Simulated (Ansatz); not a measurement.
Two isomers of C3H3FS: A = `FC1C=C1S`, B = `FCC=C=S`.

Computed with Ansatz on PBE0-D4/def2-TZVP structures; ΔE is electronic, products minus reactants. CCSD(T)/CBS adds triple-zeta CCSD(T) − MP2 to the extrapolated MP2 energy (def2 sets, frozen cores). Functionals use def2-TZVPP. B3LYP here is the variant with VWN-RPA as its local correlation; programs differ in this. One conformer a species, not always the lowest.

A:

Z-matrix (Å, degrees):
```
C
C 1 1.455
C 1 1.461 2 53.3
F 1 1.387 2 119.3 3 105.1
H 1 1.088 2 125.1 3 -109.2
H 2 1.076 1 146.9 3 -177.5
S 3 1.705 1 147.7 2 177.3
H 7 1.343 3 96.1 1 5.8
```

B:

```xyz
8

F    -0.437   -0.874   -1.739
C     0.181   -0.823   -0.499
C     0.268    0.583   -0.009
C    -0.445    1.018    0.996
S    -1.284    1.511    2.200
H     1.180   -1.250   -0.623
H    -0.395   -1.443    0.191
H     0.932    1.278   -0.516
```

Problem. Which is lower in electronic energy at CCSD(T)/CBS, and by how much? (Estimate.)

Solution. Computed: B, by 21.7 kcal/mol.

Problem. Give E(B) − E(A) in kcal/mol with ωB97M-V, CCSD(T)/def2-TZVPP, B3LYP, CCSD(T)/def2-SVP, PBE0-D4, r2SCAN-D4, B3LYP-D4. (Best estimate.)

Solution. Computed: ωB97M-V -20.1, CCSD(T)/def2-TZVPP -22.9, B3LYP -24.4, CCSD(T)/def2-SVP -22.1, PBE0-D4 -18.5, r2SCAN-D4 -21.8, B3LYP-D4 -23.9. None reverses the order clearly.

Problem. Does the order hold for the free energy at 298.15 K (harmonic terms from PBE0-D4)? (Best estimate.)

Solution. Computed: Yes: G(B) − G(A) = -20.4 kcal/mol, for one conformer each.

Largest T1 diagnostic: 0.015.

Leaving LDA and LC-ωPBE aside and taking each functional with its dispersion term where it has one, the values, not all of them listed here, spread over 8.5 kcal/mol, from BLYP-D4 to ωB97X-V. LDA lies +3.8 kcal/mol from PBE without D4. From BLYP to BHLYP (50 % exact exchange), in def2-TZVPP and without D4, E(B) − E(A) moves by +4.2 kcal/mol.
